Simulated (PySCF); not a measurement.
Compound: C2H6.
Cartesian coordinates in Å at the PBE0-D3(BJ)/def2-TZVP level; atoms count from 1:
```
atom  x, y, z in Å
C1    -0.7110    0.1360    0.1985
C2     0.7247   -0.1411   -0.2119
H3    -1.1587   -0.7297    0.6919
H4    -1.3329    0.3794   -0.6662
H5    -0.7716    0.9773    0.8931
H6     1.3468   -0.3828    0.6532
H7     1.1721    0.7244   -0.7062
H8     0.7856   -0.9831   -0.9054
```

Computed with PySCF at wB97X-D/pcSseg-2, non-relativistic, on one gas-phase PBE0-D3(BJ)/def2-TZVP geometry that isn't relaxed in the solvent. The solvent is an IEF-PCM continuum (Bondi radii, 1.10 Å for H, scaled by 1.2). Specific hydrogen bonds and non-electrostatic terms are outside this model.

Gas phase at wB97X-D/pcSseg-2: HOMO -11.51 eV, LUMO 2.47 eV, dipole 0.00 D.

Task: What does the continuum do to the energy, the frontier levels and the dipole at wB97X-D/pcSseg-2 in chloroform?

Result: 
| solvent | ε | E(solvent) − E(gas) (kJ/mol) | polarisation term (kJ/mol) | distortion of the solute (kJ/mol) | HOMO (eV) | LUMO (eV) | dipole (D) |
| --- | --- | --- | --- | --- | --- | --- | --- |
| chloroform | 4.711 | -1.33 | -1.36 | 0.03 | -11.42 | 2.56 | 0.00 |

The polarisation term is half the interaction of the solute with the surface charges that it induces; the rest is the cost of distorting the solute's density. The sum is the electrostatic part of solvation alone.

wB97X-D is run here without its empirical dispersion term; that term would change no orbital, density or response property at a fixed geometry.
